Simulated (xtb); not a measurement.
C$_{3}$H$_{9}$N, charge +1, doublet, geometry from GFN2-xTB (a state made from the parent by changing its charge; the spin is typed, not shown lowest); GFN1-xTB in xtb.

Here is a job for xtb.
```
$ xtb mol.xyz --gfn 1 --chrg 1 --uhf 1 --json

# file mol.xyz
13

C     -0.35994749     1.33972464     0.25749879
N     -0.00000000     0.00000000    -0.00000000
C      1.30503589    -0.44877053     0.29362609
C     -0.94508840    -0.89095411    -0.55112489
H      0.29490710     2.03132563    -0.28835847
H     -0.22048513     1.58398674     1.31862692
H     -1.39421123     1.53282426    -0.02045677
H      1.79431965    -0.84151593    -0.60718414
H      1.27892742    -1.28885482     0.99980125
H      1.91441449     0.35017434     0.71146941
H     -1.31613840    -0.51880136    -1.51493547
H     -0.52020326    -1.88299860    -0.69101265
H     -1.83153063    -0.96614026     0.09204992
```

Output, abridged:

```
   ID    Z sym.   atoms
    1    6 C      1, 3, 4
    2    7 N      2
    3    1 H      5-13

           -------------------------------------------------
          |                Calculation Setup                |
           -------------------------------------------------

           -------------------------------------------------
          |                 G F N 1 - x T B                 |
           -------------------------------------------------

          ...................................................
          :                      SETUP                      :
          :.................................................:
          :  # basis functions                  34          :
          :  # atomic orbitals                  34          :
          :  # shells                           26          :
          :  # electrons                        25          :
          :  # halogen bonds                     0          :
          :  max. iterations                   250          :
          :  Hamiltonian                  GFN1-xTB          :
          :  restarted?                      false          :
          :  GBSA solvation                  false          :
          :  PC potential                    false          :
          :  electronic temp.          300.0000000     K    :
          :  accuracy                    1.0000000          :
          :  -> integral cutoff          0.2500000E+02      :
          :  -> integral neglect         0.1000000E-07      :
          :  -> SCF convergence          0.1000000E-05 Eh   :
          :  -> wf. convergence          0.2000000E-04 e    :
          :  Broyden damping             0.4000000          :
          :  net charge                          1          :
          :  unpaired electrons                  1          :
          ...................................................

 iter      E             dE          RMSdq      gap      omega  full diag
   1    -14.0064095 -0.140064E+02  0.703E+00    5.95       0.0  T
   2    -14.0569321 -0.505226E-01  0.423E+00    7.35       1.0  T
   3    -14.0574164 -0.484263E-03  0.823E-01    7.42       1.0  T
   4    -14.0576452 -0.228829E-03  0.810E-02    7.41       1.0  T
   5    -14.0576757 -0.305122E-04  0.351E-03    7.40       7.9  T
   6    -14.0576757 -0.423010E-07  0.719E-04    7.40      38.6  T
   7    -14.0576757 -0.205685E-08  0.112E-05    7.40    2467.7  T
   8    -14.0576757 -0.603961E-13  0.534E-06    7.40    5198.3  T

   *** convergence criteria satisfied after 8 iterations ***

         :::::::::::::::::::::::::::::::::::::::::::::::::::::
         ::                     SUMMARY                     ::
         :::::::::::::::::::::::::::::::::::::::::::::::::::::
         :: total energy             -13.875225535225 Eh    ::
         :: gradient norm              0.030286127692 Eh/a0 ::
         :: HOMO-LUMO gap              7.397694382852 eV    ::
         ::.................................................::
         :: SCC energy               -14.057675747745 Eh    ::
         :: -> electrostatic           0.112571516642 Eh    ::
         :: repulsion energy           0.186099049394 Eh    ::
         :: dispersion energy         -0.003648836875 Eh    ::
         :: halogen bond corr.         0.000000000000 Eh    ::
         :: add. restraining           0.000000000000 Eh    ::
         :: total charge               1.000000000000 e     ::
         :::::::::::::::::::::::::::::::::::::::::::::::::::::

           -------------------------------------------------
          |                Property Printout                |
           -------------------------------------------------

    * Orbital Energies and Occupations

         #    Occupation            Energy/Eh            Energy/eV
      -------------------------------------------------------------
         1        2.0000           -1.0289181             -27.9983
         2        2.0000           -0.8792770             -23.9263
         3        2.0000           -0.8792770             -23.9263
         4        2.0000           -0.8264523             -22.4889
         5        2.0000           -0.7971395             -21.6913
         6        2.0000           -0.7876331             -21.4326
         7        2.0000           -0.7876331             -21.4326
         8        2.0000           -0.7328266             -19.9412
         9        2.0000           -0.7328266             -19.9412
        10        2.0000           -0.7251416             -19.7321
        11        2.0000           -0.7251416             -19.7321
        12        2.0000           -0.7187886             -19.5592
        13        1.0000           -0.6153375             -16.7442 (HOMO)
        14                         -0.3434772              -9.3465 (LUMO)
        15                         -0.3391279              -9.2281
        16                         -0.3391279              -9.2281
        17                         -0.2837391              -7.7209
        18                         -0.2749913              -7.4829
        19                         -0.2749913              -7.4829
        20                         -0.2653517              -7.2206
        21                         -0.2653517              -7.2206
        22                         -0.2419073              -6.5826
        23                         -0.1054772              -2.8702
        24                         -0.1054772              -2.8702
       ...                                ...                  ...
        34                          0.2567899               6.9876
      -------------------------------------------------------------
                  HL-Gap            0.2718603 Eh            7.3977 eV
             Fermi-level           -0.5732352 Eh          -15.5985 eV

  Mulliken/CM5 charges         n(s)   n(p)   n(d)
     1C     0.04696 -0.03569   0.996  2.957  0.000
     2N    -0.07315 -0.38070   1.477  3.596  0.000
     3C     0.04696 -0.03569   0.996  2.957  0.000
     4C     0.04696 -0.03569   0.996  2.957  0.000
     5H     0.11094  0.17212   0.889  0.000  0.000
     6H     0.11094  0.17212   0.889  0.000  0.000
     7H     0.08888  0.15168   0.911  0.000  0.000
     8H     0.11094  0.17212   0.889  0.000  0.000
     9H     0.11094  0.17212   0.889  0.000  0.000
    10H     0.08888  0.15168   0.911  0.000  0.000
    11H     0.11094  0.17212   0.889  0.000  0.000
    12H     0.08888  0.15168   0.911  0.000  0.000
    13H     0.11094  0.17212   0.889  0.000  0.000

Wiberg/Mayer (AO) data.
largest (>0.10) Wiberg bond orders for each atom

 ---------------------------------------------------------------------------
     #   Z sym  total        # sym  WBO       # sym  WBO       # sym  WBO
 ---------------------------------------------------------------------------
     1   6 C    3.926 --     2 N    1.026     7 H    0.979     5 H    0.927
                             6 H    0.927
     2   7 N    3.255 --     1 C    1.026     3 C    1.026     4 C    1.026
     3   6 C    3.926 --     2 N    1.026    10 H    0.979     8 H    0.927
                             9 H    0.927
     4   6 C    3.926 --     2 N    1.026    12 H    0.979    11 H    0.927
                            13 H    0.927
     5   1 H    0.988 --     1 C    0.927
     6   1 H    0.988 --     1 C    0.927
     7   1 H    0.992 --     1 C    0.979
     8   1 H    0.988 --     3 C    0.927
     9   1 H    0.988 --     3 C    0.927
    10   1 H    0.992 --     3 C    0.979
    11   1 H    0.988 --     4 C    0.927
    12   1 H    0.992 --     4 C    0.979
    13   1 H    0.988 --     4 C    0.927
 ---------------------------------------------------------------------------

Topologies differ in total number of bonds
Writing topology from bond orders to xtbtopo.mol

 dipole moment from electron density (au)
     X       Y       Z
   0.0000   0.0000   0.0000  total (Debye):    0.000

           -------------------------------------------------
          | TOTAL ENERGY              -13.875225535225 Eh   |
          | GRADIENT NORM               0.030286127692 Eh/α |
          | HOMO-LUMO GAP               7.397694382852 eV   |
           -------------------------------------------------

normal termination of xtb
```
